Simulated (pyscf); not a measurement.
Optimised with ωB97X-D3(BJ)/def2-SVP in PySCF.

Q: Estimate the classical barrier height and the reaction energy of `[CH3][Al]([CH3])[Cl]` + `[FH]` → `[CH4]` + `[CH3][Al]([F])[Cl]` at ωB97M-D3(BJ)/def2-TZVP. The step runs on the singlet surface, breaks Al–C, F–H and forms C–H, Al–F; take the separated reactants as zero.

A: ΔE‡ = -5.8 kcal/mol, ΔE = -46.3 kcal/mol. Zero-point energy shifts the barrier by +0.6 kcal/mol. It is a four-centre exchange, with an imaginary mode of 644i cm⁻¹. On the reactant side the descent ends in an adduct with a Al–F contact, 10.1 kcal/mol under the separated species and 4.0 kcal/mol under the saddle at ωB97X-D3(BJ)/def2-TZVP. On the product side the descent ends in a complex (not fully relaxed), 4.5 kcal/mol under the separated species and 43.8 kcal/mol under the saddle at ωB97X-D3(BJ)/def2-TZVP. At ωB97M-D3(BJ) the saddle lies under the separated reactants, which points to a path from their complex (located at ωB97X-D3(BJ) alone). What is counted as formed (Al–F) is already present as a longer contact in the reactant adduct; forming that adduct is a step of its own. One saddle was located; it need not be the lowest between these sides.
